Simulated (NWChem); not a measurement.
System: nitrogen trifluoride (NF3); SMILES FN(F)F

Input file for NWChem:

```
start job
memory heap 200 mb stack 900 mb global 1100 mb
geometry units angstroms noautosym nocenter noautoz
  F      0.877004     0.877004    -0.127247
  N      0.000000     0.000000     0.483685
  F     -1.198009     0.321006    -0.127247
  F      0.321006    -1.198009    -0.127247
end
basis spherical
  * library aug-cc-pvdz
end
dft
  xc xcamb88 1.00 lyp 1.0 hfexch 1.00
  cam 0.33 cam_alpha 0.0 cam_beta 1.0
  iterations 150
end
property
  response 1 0.0
end
task dft property
```

Output (shortened):

```
             Northwest Computational Chemistry Package (NWChem) 7.3.0
             --------------------------------------------------------

                             Geometry "geometry" -> ""
                             -------------------------

 Output coordinates in angstroms (scale by  1.889725989 to convert to a.u.)

  No.       Tag          Charge          X              Y              Z
 ---- ---------------- ---------- -------------- -------------- --------------
    1 F                    9.0000     0.87700400     0.87700400    -0.12724700
    2 N                    7.0000     0.00000000     0.00000000     0.48368500
    3 F                    9.0000    -1.19800900     0.32100600    -0.12724700
    4 F                    9.0000     0.32100600    -1.19800900    -0.12724700

 Effective nuclear repulsion energy (a.u.)     132.1985133130

                              NWChem Property Module
                              ----------------------

                                 NWChem DFT Module
                                 -----------------

 Summary of "ao basis" -> "ao basis" (spherical)
 ------------------------------------------------------------------------------
       Tag                 Description            Shells   Functions and Types
 ---------------- ------------------------------  ------  ---------------------
 F                        aug-cc-pvdz                9       23   4s3p2d
 N                        aug-cc-pvdz                9       23   4s3p2d

            General Information
            -------------------
          SCF calculation type: DFT
          Wavefunction type:  closed shell.
          No. of atoms     :     4
          No. of electrons :    34
           Alpha electrons :    17
            Beta electrons :    17
          Charge           :     0
          Spin multiplicity:     1
          Use of symmetry is: off; symmetry adaption is: off
          Maximum number of iterations: 150
          AO basis - number of functions:    92
                     number of shells:    36
          Convergence on energy requested:  1.00D-06
          Convergence on density requested:  1.00D-05
          Convergence on gradient requested:  5.00D-04

              XC Information
              --------------
                     Hartree-Fock (Exact) Exchange  1.000
                   CAM-Becke88 Exchange Functional  1.000
              Lee-Yang-Parr Correlation Functional  1.000

           Range-Separation Parameters
           ---------------------------
           Alpha           :  0.00
           Beta            :  1.00
           Gamma           :  0.33
           Short-Range HF  :     F

             Grid Information
             ----------------
          Grid used for XC integration:  medium
          Radial quadrature: Mura-Knowles
          Angular quadrature: Lebedev.
          Tag              B.-S. Rad. Rad. Pts. Rad. Cut. Ang. Pts.
          ---              ---------- --------- --------- ---------
          F                   0.50       49           9.0       434
          N                   0.65       49           8.0       434
          Grid pruning is: on
          Number of quadrature shells:   196
          Spatial weights used:  Erf1

      Superposition of Atomic Density Guess
      -------------------------------------

 Sum of atomic energies:        -352.46846501

      Non-variational initial energy
      ------------------------------

 Total energy =    -352.842653
 1-e energy   =    -754.940332
 2-e energy   =     269.899166
 HOMO         =      -0.346146
 LUMO         =       0.101072

   convergence    iter        energy       DeltaE   RMS-Dens  Diis-err
 ---------------- ----- ----------------- --------- --------- ---------
 d= 0,ls=0.0,diis     1   -353.3384620319 -4.86D+02  1.89D-02  2.71D+00
 d= 0,ls=0.0,diis     2   -353.0780660898  2.60D-01  9.72D-03  6.73D+00
 d= 0,ls=0.0,diis     3   -353.6110827468 -5.33D-01  1.21D-03  2.61D-02
 d= 0,ls=0.0,diis     4   -353.6131697939 -2.09D-03  3.99D-04  7.19D-03
 d= 0,ls=0.0,diis     5   -353.6137323175 -5.63D-04  2.25D-04  1.03D-04
  Resetting Diis
 d= 0,ls=0.0,diis     6   -353.6137730532 -4.07D-05  8.74D-05  7.28D-06
 d= 0,ls=0.0,diis     7   -353.6137773274 -4.27D-06  1.37D-05  5.06D-07
 d= 0,ls=0.0,diis     8   -353.6137775262 -1.99D-07  6.55D-06  1.20D-07

         Total DFT energy =     -353.613777526195
      One electron energy =     -753.255686850548
           Coulomb energy =      304.919693348768
    Exchange-Corr. energy =      -37.476297337460
 Nuclear repulsion energy =      132.198513313046

 Numeric. integr. density =       34.000000764163

                       DFT Final Molecular Orbital Analysis
                       ------------------------------------

 Vector   15  Occ=2.000000D+00  E=-5.605738D-01
              MO Center= -2.8D-01, -2.8D-01, -8.9D-02, r^2= 1.9D+00
   Bfn.  Coefficient  Atom+Function         Bfn.  Coefficient  Atom+Function
  ----- ------------  ---------------      ----- ------------  ---------------
    53     -0.310378  3 F  pz                76      0.310090  4 F  pz
    51      0.288829  3 F  px                75     -0.288447  4 F  py
    52     -0.200947  3 F  py                74      0.201189  4 F  px
    56     -0.195294  3 F  pz                79      0.195113  4 F  pz
    54      0.181790  3 F  px                78     -0.181550  4 F  py

 Vector   16  Occ=2.000000D+00  E=-5.445104D-01
              MO Center= -5.2D-06, -5.1D-06, -1.2D-01, r^2= 2.0D+00
   Bfn.  Coefficient  Atom+Function         Bfn.  Coefficient  Atom+Function
  ----- ------------  ---------------      ----- ------------  ---------------
    52      0.401454  3 F  py                74     -0.401454  4 F  px
     5      0.293882  1 F  px                 6     -0.293882  1 F  py
    55      0.252418  3 F  py                77     -0.252418  4 F  px
     8      0.184780  1 F  px                 9     -0.184780  1 F  py
    51      0.107568  3 F  px                75     -0.107568  4 F  py

 Vector   17  Occ=2.000000D+00  E=-4.733776D-01
              MO Center= -1.1D-06, -1.1D-06,  3.1D-01, r^2= 1.6D+00
   Bfn.  Coefficient  Atom+Function         Bfn.  Coefficient  Atom+Function
  ----- ------------  ---------------      ----- ------------  ---------------
    26      0.419538  2 N  s                 30      0.420838  2 N  pz
     7     -0.307111  1 F  pz                53     -0.307113  3 F  pz
    76     -0.307113  4 F  pz                25      0.213549  2 N  s
    10     -0.200120  1 F  pz                56     -0.200121  3 F  pz
    79     -0.200121  4 F  pz                33      0.183682  2 N  pz

 Vector   18  Occ=0.000000D+00  E= 6.292032D-02
              MO Center=  5.0D-05,  5.0D-05, -2.6D-01, r^2= 4.2D+00
   Bfn.  Coefficient  Atom+Function         Bfn.  Coefficient  Atom+Function
  ----- ------------  ---------------      ----- ------------  ---------------
    27      2.250930  2 N  s                 26      0.909010  2 N  s
    36     -0.855892  2 N  pz                 4     -0.813560  1 F  s
    50     -0.813500  3 F  s                 73     -0.813500  4 F  s
    33     -0.482512  2 N  pz                30     -0.441557  2 N  pz
    57     -0.365031  3 F  px                81     -0.365031  4 F  py

 Vector   19  Occ=0.000000D+00  E= 6.566031D-02
              MO Center=  1.6D-01,  1.6D-01,  3.6D-01, r^2= 4.0D+00
   Bfn.  Coefficient  Atom+Function         Bfn.  Coefficient  Atom+Function
  ----- ------------  ---------------      ----- ------------  ---------------
     4      0.893322  1 F  s                 35     -0.782300  2 N  py
    34     -0.777503  2 N  px                73     -0.449119  4 F  s
    50     -0.444359  3 F  s                 32     -0.403265  2 N  py
    31     -0.400791  2 N  px                29     -0.386319  2 N  py
    28     -0.383950  2 N  px                13      0.278354  1 F  pz

 Vector   20  Occ=0.000000D+00  E= 6.566077D-02
              MO Center= -1.6D-01, -1.6D-01,  3.6D-01, r^2= 4.0D+00
   Bfn.  Coefficient  Atom+Function         Bfn.  Coefficient  Atom+Function
  ----- ------------  ---------------      ----- ------------  ---------------
    34      0.782312  2 N  px                35     -0.777514  2 N  py
    50      0.775075  3 F  s                 73     -0.772327  4 F  s
    31      0.403266  2 N  px                32     -0.400793  2 N  py
    28      0.386319  2 N  px                29     -0.383950  2 N  py
    57      0.293842  3 F  px                81     -0.293168  4 F  py

     Multipole analysis of the density
     ---------------------------------

     L   x y z        total         alpha         beta         nuclear
     -   - - -        -----         -----         ----         -------
     0   0 0 0     -0.000000    -17.000000    -17.000000     34.000000

     1   1 0 0     -0.000004     -0.000010     -0.000010      0.000017
     1   0 1 0     -0.000004     -0.000010     -0.000010      0.000017
     1   0 0 1      0.088074      0.091161      0.091161     -0.094248

     2   2 0 0    -15.467637    -44.813354    -44.813354     74.159071
     2   1 1 0     -0.000005     -0.000000     -0.000000     -0.000004
     2   1 0 1      0.000001      0.000002      0.000002     -0.000004
     2   0 2 0    -15.467637    -44.813354    -44.813354     74.159071
     2   0 1 1      0.000001      0.000002      0.000002     -0.000004
     2   0 0 2    -15.469763    -11.439569    -11.439569      7.409376

 *** CALLING NEW AORESP DRIVER FOR CLOSED AND OPEN SHELLS ***
 Entering AOResponse driver routine

--------------------------------------------------------------------------------

          -----------------------------------------------
          Solving response equations for perturbing field
          -----------------------------------------------

 number of frequencies:     1
 frequency in a.u.:  0.0000000E+00
 Perturbing field: electric
 Using El. Dipole Length Gauge

 Setting up CPKS with frequency omega =      0.00000000 a.u.

 STATIC response

                                NWChem CPHF Module
                                ------------------

  scftype          =     RHF
  nclosed          =       17
  nopen            =        0
  variables        =     1275
  # of vectors     =        3
  tolerance        = 0.10D-03
  level shift      = 0.00D+00
  max iterations   =       50
  max subspace     =       30

 SCF residual:    4.1191177870876440E-004

Iterative solution of linear equations
  No. of variables     1275
  No. of equations        3
  Maximum subspace       30
        Iterations       50
       Convergence  1.0D-04

   iter   nsub   residual    time
   ----  ------  --------  ---------
     1      3    1.45D+00      64.4
     2      6    1.48D+00      72.5
     3      9    1.71D-01      80.4
     4     12    3.35D-02      88.3
     5     15    1.41D-02      96.2
     6     18    3.68D-03     103.9
     7     21    6.60D-04     111.6
     8     24    1.33D-04     119.4
     9     27    1.72D-05     127.1

 Electric Dipole Response Matrix (nonzero elements):

              1        2        3
    1   20.8978  -0.0000  -0.0000
    2   -0.0000  20.8978  -0.0000
    3   -0.0000  -0.0000  14.7870

 ------------------------------------------
 average:        18.86087 + I       0.00000

 DFT Linear Response polarizability / au
 Frequency  =       0.0000000 / au
              X              Y              Z
 -----------------------------------------------
 X      20.8978049     -0.0000028     -0.0000048
 Y      -0.0000028     20.8978050     -0.0000047
 Z      -0.0000048     -0.0000047     14.7869888
 -----------------------------------------------
 Eigenvalues =      20.8978022     20.8978077     14.7869888
 Isotropic   =      18.8608662
 Anisotropic =       6.1108161
 -----------------------------------------------

 Magnetic Dipole Response Matrix (nonzero elements):

 Exiting AOResponse driver routine
```

Level: LC-BLYP (range parameter 0.33 per bohr)/aug-cc-pVDZ. The geometry was optimised at B3LYP/6-31G* (spherical d).
